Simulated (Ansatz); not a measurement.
Molecule: ClF, net charge 0, singlet state. 
Coordinates optimised at B3LYP-D3(BJ)/def2-TZVP (Ansatz, a quantum-chemistry and plane-wave program):
```xyz
2

F      0.0000     0.0000    -1.0729
Cl     0.0000     0.0000     0.5680
```
Charge 0, spin multiplicity 1.

Property: vertical electron affinity (to the doublet state of charge -1; a negative value means that the extra electron is unbound and the number depends on the basis; each state is the SCF solution reached for its spin), in eV. Cores are frozen in the correlated levels unless marked. UHF or UKS for open shells. No spin-orbit coupling. Non-relativistic. Anions need diffuse functions: aug- sets have them; def2-D sets add few. CBS marks a two-point X^-3 extrapolation of the correlation energy; Hartree-Fock from the larger set.

CCSD(T)/CBS(aug-cc-pV(T+d)Z,aug-cc-pV(Q+d)Z) (Ansatz) gives 0.56 eV.

### Question
Another calculation gave 0.60 eV. Which level was it?
A) CAM-B3LYP/def2-TZVPD (Ansatz)
B) wB97X/def2-TZVPD (Ansatz)
C) SVWN5/def2-TZVPD (Ansatz)

### Answer
B, wB97X/def2-TZVPD (Ansatz). The others give 0.78 (CAM-B3LYP), 0.89 (SVWN5) eV.
